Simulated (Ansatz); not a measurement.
One geometry of `B[N][SiH3]` radical, several functionals.

```yaml
crystal:
  periodic: [false, false, false]
  atoms:
    - {symbol: B, position_ang: [-0.508287, 0.661061, -1.507632]}
    - {symbol: N, position_ang: [-0.090181, 0.177653, -0.331000]}
    - {symbol: Si, position_ang: [0.418880, -0.502271, 1.153492]}
    - {symbol: H, position_ang: [-1.065215, -0.063051, -2.297545]}
    - {symbol: H, position_ang: [-0.333053, 1.821922, -1.789345]}
    - {symbol: H, position_ang: [-0.255979, 0.167958, 2.293118]}
    - {symbol: H, position_ang: [1.890633, -0.381358, 1.303978]}
    - {symbol: H, position_ang: [0.035401, -1.939113, 1.119235]}
basis:
  gaussian: {orbitals: def2-TZVPP}
magnetization: {spin_polarized: true, initial_magnetization: 1}
hamiltonian: {xc: {name: B97M-V}}
output: {orbitals: {seedname: orbitals}}
```

```sh
$ ansatz run in.yaml --threads 2 --pin off --events-out ev --progress --plain
```

Shortened log:

```
Functional definition: B97M-V
907 factors; their error is unknown
mean field evaluation 1: about -10116.8309 eV, gradient 3.9e1 eV
mean field evaluation 2: about -10090.1463 eV, gradient 7.6e1 eV
mean field evaluation 4: about -10123.4402 eV, gradient 8.2e0 eV
mean field evaluation 8: about -10123.8306 eV, gradient 2.6e-1 eV
mean field evaluation 16: about -10123.8308 eV, gradient 7.1e-5 eV
mean field -10123.83080997 eV, -372.0439200875 hartree, gradient 7.4e-5 eV, S^2 0.756802; 0 other end points of the search recorded, 0 dependent functions left out
reference -10123.83087827 eV, -372.0439225975 hartree; 16, 15 occupied and 158, 159 virtual orbitals, 907 factors
Total energy: -10123.83087827 eV, -372.0439225975 hartree
```

Hardware: 2 threads of a server CPU on a shared host. Wall time 4.2 s, peak host memory 0.34 GiB.

The same input with `hamiltonian: {xc: pbe, dispersion: d4}` and forces (abridged; 1.8 s):

```
Functional definition: PBE
mean field evaluation 16: about -10118.4382 eV, gradient 4.1e-4 eV
mean field -10118.43817604 eV, -371.8457444458 hartree, gradient 4.2e-5 eV, S^2 0.754412
Total energy: -10118.55693551 eV, -371.8501087757 hartree
Atom 0 force     0.091975    -0.097544     0.253614 eV/Å
Atom 1 force    -0.036900     0.049244    -0.106267 eV/Å
Atom 2 force    -0.001801     0.080833    -0.046175 eV/Å
Atom 3 force    -0.097899    -0.062280    -0.176012 eV/Å
Atom 4 force    -0.005069     0.176855    -0.111448 eV/Å
Atom 5 force    -0.081814     0.054264     0.138576 eV/Å
Atom 6 force     0.169181    -0.009993     0.023796 eV/Å
Atom 7 force    -0.037673    -0.191378     0.023915 eV/Å
Dipole moment:     0.043861    -0.065983     0.131895 e Å
```

With the line `hamiltonian: {xc: {name: B3LYP}, dispersion: d4}` and forces (abridged; 2.2 s):

```
Functional definition: B3LYP
mean field evaluation 16: about -10126.7854 eV, gradient 2.6e-5 eV
mean field -10126.78536663 eV, -372.1524980420 hartree, gradient 2.6e-5 eV, S^2 0.756509
Total energy: -10126.97762335 eV, -372.1595633463 hartree
Atom 0 force    -0.011742     0.016928    -0.035205 eV/Å
Atom 1 force    -0.018879     0.024332    -0.053330 eV/Å
Atom 2 force     0.037770    -0.042163     0.106582 eV/Å
Atom 3 force     0.038930     0.075870     0.040651 eV/Å
Atom 4 force    -0.026086    -0.092516    -0.003673 eV/Å
Atom 5 force     0.046243    -0.048531    -0.066135 eV/Å
Atom 6 force    -0.092283    -0.012891    -0.001606 eV/Å
Atom 7 force     0.026047     0.078972     0.012716 eV/Å
Dipole moment:     0.046911    -0.064065     0.137533 e Å
```

Changing it to `hamiltonian: {xc: {name: PBE-QIDH}}` (abridged; 3.3 s):

```
Functional definition: PBE-QIDH
mean field evaluation 16: about -10112.6046 eV, gradient 1.4e-3 eV
mean field -10112.60457621 eV, -371.6313636061 hartree, gradient 5.9e-6 eV, S^2 0.763513
7 core orbitals not correlated: weight in the atoms' cores, before any rotation towards them, 1.000 or more for the frozen orbitals, at most 0.000 for the correlated occupied ones
second order -12.41088133 eV of doubles, -0.00000000 eV of singles
Total energy: -10116.74155074 eV, -371.7833946161 hartree
```

With the line `hamiltonian: {xc: hse06, dispersion: d4}` (abridged; 2.1 s):

```
Functional definition: HSE06
mean field evaluation 16: about -10119.2001 eV, gradient 3.5e-5 eV
mean field -10119.20007695 eV, -371.8737437876 hartree, gradient 3.5e-5 eV, S^2 0.757696
Total energy: -10119.29255972 eV, -371.8771424670 hartree
```

The same input with `hamiltonian: {xc: pbe0, dispersion: d4}` (abridged; 1.9 s):

```
Functional definition: PBE0
mean field evaluation 16: about -10119.5192 eV, gradient 3.4e-5 eV
mean field -10119.51916144 eV, -371.8854699264 hartree, gradient 3.4e-5 eV, S^2 0.757739
Total energy: -10119.61866757 eV, -371.8891267092 hartree
```

B3LYP takes the VWN-RPA correlation (the form of Gaussian; ORCA's B3LYP/G).

HSE06 is the plane-wave form, built on full-range PBE exchange.
